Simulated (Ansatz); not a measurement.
Cd₃Fe: from a trial structure to a relaxed crystal

Theory: DFT PBE, scalar-relativistic, plane waves, PAW (Ansatz 0.2.0). Cutoff 420 eV, Γ-centred k mesh, Gaussian smearing, collinear spin, first started from parallel moments.

Cd₃Fe was placed on the Cu3Au (L1_2) structure type (Pm-3m, No. 221), with Fe in place of Au, Cd in place of Cu, at a guessed volume.

```
CELL_PARAMETERS angstrom
4.31950 0.00000 0.00000
0.00000 4.31950 0.00000
0.00000 0.00000 4.31950
ATOMIC_POSITIONS crystal
Cd 0.00000 0.50000 0.50000
Cd 0.50000 0.00000 0.50000
Cd 0.50000 0.50000 0.00000
Fe 0.00000 0.00000 0.00000
```

Steps on the 4×4×4 mesh (4 atoms). 4 of 4 steps are shown, and the free energy counts from the last. Trial steps that were taken back and renewals of the plane-wave basis can be among the rows.

| step | ΔF (meV/atom) | V (Å³/atom) | P (GPa) |
| --- | --- | --- | --- |
| 1 | 21.3 | 20.15 | -4.38 |
| 2 | 2.3 | 18.17 | 2.07 |
| 3 | -0.6 | 18.76 | -0.28 |
| 4 | 0.0 | 18.76 | -0.27 |

A final relaxation ran on a 12×12×12 mesh. The relaxed crystal, Pm-3m (No. 221):

Space group Pm-3m (No. 221). a = 4.214 Å, b = 4.214 Å, c = 4.214 Å, α = 90.00°, β = 90.00°, γ = 90.00°
| atom | site | symmetry | x | y | z |
| --- | --- | --- | --- | --- | --- |
| Cd | 3c | 4/mm.m | 0.0000 | 0.5000 | 0.5000 |
| Fe | 1a | m-3m | 0.0000 | 0.0000 | 0.0000 |

| Item | Value |
| --- | --- |
| Volume per atom | 18.71 Å³ |
| Density | 8.72 g/cm³ |
| Energy over the elements | 0.24 eV/atom |
| Gap on the 12×12×12 mesh | 0 eV (a metal) |
| Net moment per atom | 0.61 μB |
| Largest site moment | 2.68 μB |

Energies over the elements count from the elements' standard structures at the same level, with no empirical corrections.

The final run used a 12×12×12 mesh on its 4-atom cell and 0.10 eV smearing. For metals, differences of a few meV/atom aren't resolved.

Symmetry constrained the relaxation, so the result can be a saddle point.

Cost: 3 runs of about 3.6 core-minutes in all, on Arm Neoverse V1 (shared hosts).